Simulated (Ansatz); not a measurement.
The input, for Ansatz 0.2.0:

```yaml
crystal:
  periodic: [false, false, false]
  atoms:
    - {symbol: Ge, position_ang: [0.000000, 0.000000, 1.748873]}
    - {symbol: B, position_ang: [0.000000, 0.000000, -0.213937]}
    - {symbol: H, position_ang: [0.000000, 0.000000, -1.534937]}
basis:
  gaussian: {orbitals: def2-SVPD}
magnetization: {spin_polarized: false}
correlation: {method: ccsd, electrons: valence, diis_vectors: 4}
scf: {lower_state_search: off}
output: {forces: true}
```

```sh
$ ansatz run in.yaml --threads 1 --pin off --events-out ev --progress --plain --max-ram 2393MiB
```

Output:

```
these checks for a lower state are left out or cut short: starts, cluster_reference, orbital_swaps, neighbouring_geometries, increment
651 factors; integrals over basis functions are off by at most 6.1e-4 eV
mean field evaluation 1: about -57149.0628 eV, gradient 8.8e0 eV
mean field evaluation 2: about -57149.0791 eV, gradient 8.9e0 eV
mean field evaluation 4: about -57149.6671 eV, gradient 1.2e0 eV
mean field evaluation 8: about -57149.6726 eV, gradient 6.7e-4 eV
mean field -57149.67260471 eV, -2100.2117307836 hartree, gradient 8.3e-6 eV, S^2 0.000000; 0 other end points of the search recorded, 0 dependent functions left out; unrestricted orbitals would lower it
10 core orbitals not correlated: weight in the atoms' cores, before any rotation towards them, 1.000 or more for the frozen orbitals, at most 0.000 for the correlated occupied ones
reference -57149.67260471 eV, -2100.2117307836 hartree; 9, 9 occupied and 47, 47 virtual orbitals, 651 factors
second order -7.57241565 eV of doubles, -0.00000000 eV of singles
cycle   1  -7.73574229 eV  change   -1.6e-1 eV  update   9.1e-2
cycle   2  -8.13467488 eV  change   -4.0e-1 eV  update   3.8e-2
cycle   3  -8.17895356 eV  change   -4.4e-2 eV  update   1.9e-2
cycle   4  -8.18294240 eV  change   -4.0e-3 eV  update   8.1e-3
cycle   5  -8.18774500 eV  change   -4.8e-3 eV  update   5.1e-3
cycle   6  -8.18452165 eV  change    3.2e-3 eV  update   3.6e-3
cycle   7  -8.18899220 eV  change   -4.5e-3 eV  update   2.0e-3
cycle   8  -8.18811924 eV  change    8.7e-4 eV  update   8.9e-4
cycle   9  -8.18918626 eV  change   -1.1e-3 eV  update   3.7e-4
cycle  10  -8.18888334 eV  change    3.0e-4 eV  update   1.8e-4
cycle  11  -8.18892711 eV  change   -4.4e-5 eV  update   8.9e-5
cycle  12  -8.18891867 eV  change    8.4e-6 eV  update   3.5e-5
cycle  13  -8.18891022 eV  change    8.5e-6 eV  update   1.9e-5
cycle  14  -8.18892320 eV  change   -1.3e-5 eV  update   1.4e-5
cycle  15  -8.18891856 eV  change    4.6e-6 eV  update   1.1e-5
cycle  16  -8.18893386 eV  change   -1.5e-5 eV  update   7.5e-6
cycle  17  -8.18893129 eV  change    2.6e-6 eV  update   4.0e-6
cycle  18  -8.18893256 eV  change   -1.3e-6 eV  update   2.2e-6
the calculation of the forces begins
Total energy: -57157.86153727 eV, -2100.5126685047 hartree
Atom 0 at     0.000000     0.000000     1.748873 Å, force     0.000000    -0.000000     0.274558 eV/Å
Atom 1 at     0.000000     0.000000    -0.213937 Å, force    -0.000000     0.000000    -2.605261 eV/Å
Atom 2 at     0.000000     0.000000    -1.534937 Å, force     0.000000     0.000000     2.330703 eV/Å
Dipole moment:    -0.000000     0.000000    -0.065763 e Å
Checks for a lower state left out: starts, cluster_reference, orbital_swaps, neighbouring_geometries, increment
```

Forces (eV/Å):
```
Ge   0.000  0.000  0.275
B    0.000  0.000 -2.605
H    0.000  0.000  2.331
```

Ran on 1 thread of Intel Xeon 6975P-C, shared host: 2.7 s wall, 0.18 GiB peak host memory.
